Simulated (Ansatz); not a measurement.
in.yaml

```yaml
crystal:
  periodic: [false, false, false]
  atoms:
    - {symbol: B, position_ang: [0.000000, 0.000000, 0.000000]}
    - {symbol: S, position_ang: [0.000000, 0.000000, 1.607700]}
basis:
  gaussian: {orbitals: 6-31G}
magnetization: {spin_polarized: false, initial_magnetization: 1}
correlation: {method: fic_mrcisd_q, electrons: outside_noble_gas, active_space: {window: {electrons: 3, orbitals: 3}}}
```

```sh
$ ansatz run in.yaml --threads 1 --pin off --events-out ev --progress --plain --max-ram 2393MiB
```

**Question.** Roughly how long does this take on 1 thread of Arm Neoverse V2, shared host, and how much host memory?

**Answer.** 0.63 s wall and 0.07 GiB.

```
266 factors; integrals over basis functions are off by at most 1.6e-4 eV
mean field evaluation 1: about -11484.1140 eV, gradient 1.6e1 eV
mean field evaluation 2: about -11484.1887 eV, gradient 1.6e1 eV
mean field evaluation 4: about -11485.8640 eV, gradient 2.7e0 eV
mean field evaluation 8: about -11485.9858 eV, gradient 2.8e-1 eV
mean field evaluation 16: about -11481.0328 eV, gradient 2.4e1 eV
mean field evaluation 32: about -11485.4786 eV, gradient 8.6e0 eV
mean field -11485.98654019 eV, -422.1022198708 hartree, gradient 2.1e-6 eV, S^2 0.750000; 3 other end points of the search recorded, 0 dependent functions left out
reference -11485.98654019 eV, -422.1022198708 hartree; 11, 10 occupied and 11, 12 virtual orbitals, 266 factors
state -11486.44641832 eV, -422.1191200804 hartree
contracted CI cycle   1: correlation 0.00000000 eV, 0.0000000000 hartree, residual 1.06e1 eV
contracted CI cycle   2: correlation -2.32221152 eV, -0.0853396993 hartree, residual 2.40e0 eV
contracted CI cycle   3: correlation -2.52031575 eV, -0.0926198954 hartree, residual 9.44e-1 eV
contracted CI cycle   4: correlation -2.54719683 eV, -0.0936077571 hartree, residual 3.71e-1 eV
contracted CI cycle   5: correlation -2.55076043 eV, -0.0937387168 hartree, residual 1.20e-1 eV
contracted CI cycle   6: correlation -2.55111974 eV, -0.0937519211 hartree, residual 3.75e-2 eV
contracted CI cycle   7: correlation -2.55115093 eV, -0.0937530676 hartree, residual 1.11e-2 eV
contracted CI cycle   8: correlation -2.55115383 eV, -0.0937531741 hartree, residual 3.11e-3 eV
contracted CI cycle   9: correlation -2.55115410 eV, -0.0937531839 hartree, residual 9.18e-4 eV
contracted CI cycle  10: correlation -2.55115413 eV, -0.0937531849 hartree, residual 3.44e-4 eV
state -11486.44641832 eV, -422.1191200804 hartree; corrected -11489.22099570 eV, -422.2210839184 hartree
Total energy: -11489.22099570 eV, -422.2210839184 hartree
```

For the same geometry and basis full CI lies 52.2 meV lower.
